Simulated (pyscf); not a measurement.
PySCF, gas phase, ωB97X-D3(BJ)/def2-SVP geometries.

Question: For the elementary gas-phase step HO–SiH₃ + H₂B–NH₂ → H₂B–O–SiH₃ + NH₃ (singlet surface; H–O, B–N broken, B–O, H–N formed), what barrier and reaction energy does ωB97X-D3(BJ)/def2-TZVP give, measured from the separated reactants?

Answer: ΔE‡ = 46.0 kJ/mol, ΔE = +3.6 kJ/mol. CCSD(T)/def2-TZVPP + ΔMP2(QZVPP) gives 52.1 kJ/mol and +4.8 kJ/mol. Zero-point energy shifts the barrier by +0.8 kJ/mol. It is a four-centre exchange, with an imaginary mode of 1085i cm⁻¹. On the product side the descent ends in an adduct with a B–N contact, 77.2 kJ/mol under the separated species and 119.7 kJ/mol under the saddle at ωB97X-D3(BJ)/def2-TZVP. What is counted as broken (B–N) persists as a longer contact in the product adduct; parting that adduct is a step of its own. The reactants may also form a dative adduct at H₂B–NH₂; it and routes through it were not searched. This is the saddle that the search found; another between the same sides may lie lower. The CCSD(T) − MP2 part came from Ansatz, without density fitting, on the same reference.
